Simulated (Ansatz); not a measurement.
How far a parabola holds: energy against volume of rock-salt SnTe (cubic form, which distorts at low temperature)

System: rock-salt SnTe (cubic form, which distorts at low temperature). Method: PBEsol in Ansatz (PAW). Settings: plane-wave cutoff 520 eV, 10×10×10 k mesh, Fermi–Dirac smearing 0.01 eV, scalar-relativistic PAW data made under PBE. The cell has no free parameter but its volume, all volumes share cutoff and mesh, and the runs aren't spin-polarised. Energies are free energies at the run's smearing, counted from the lowest row; static lattice.

| V (Å³/atom) | E (meV/atom) |
|---|---|
| 29.210 | ? |
| 29.832 | 7.92 |
| 30.453 | 1.91 |
| 31.075 | 0.00 |
| 31.696 | 1.77 |
| 32.318 | 6.83 |

Problem. Using a parabola, estimate the missing E at V = 29.210 from the other rows, showing the fit.

Solution. With u = V - 31.1, the rows have u = -1.2680, -0.6470, -0.0250, 0.5960, 1.2180. Least squares gives E = -0.009 - 0.1336·u + 4.7747·u². Residuals (row less fit): 0.083, -0.166, 0.003, 0.163, -0.082; standard error 0.184 (degrees of freedom: 2). The fitted curve has its minimum at V = 31.1, where E = -0.01. Its curvature is d²E/dV² = 2 × 4.7747 meV/Å⁶, so B = V0·d²E/dV² × 0.1602 = 47.6 GPa. At the withheld row, u = -1.8900, so E = -0.009 - 0.1336 × (-1.8900) + 4.7747 × (-1.8900)² = 17.299 meV/atom. The calculation gives 18.50 meV/atom, 1.201 meV/atom above the prediction (6.5 % of the range of E in the table). The row lies outside the fitted rows, so this is an extrapolation. From the scatter of the fitted rows alone, a prediction at this place has a standard error of 0.435 meV/atom, so the miss is 2.8 times that.

The residuals are curvature that a parabola lacks, not noise. A solid that stiffens under compression and softens on expansion lies above the parabola at the compressed end and under it at the expanded end, as this row does. A third-order Birch-Murnaghan fit to the whole scan has B0 = 47.2 GPa. Only scans are tabulated whose curvature falls smoothly with volume, and where the parabola meets the shown rows within 5 % of their range and misses the end by 0.1 meV or more.

Measured, for comparison: bulk modulus 37.8 GPa (temperature not stated, not corrected to a static lattice; as tabulated in Toher et al. (2017), arXiv:1611.05714). Computed less measured: bulk modulus +25 % (against room or unstated temperature, where such soft solids are markedly softer).

Note: symmetry holds this phase in the static calculation, where it need not be a minimum; this level leaves the solid without a gap, although one is measured.

Spin–orbit coupling is not included.

Ansatz is a first-principles code.
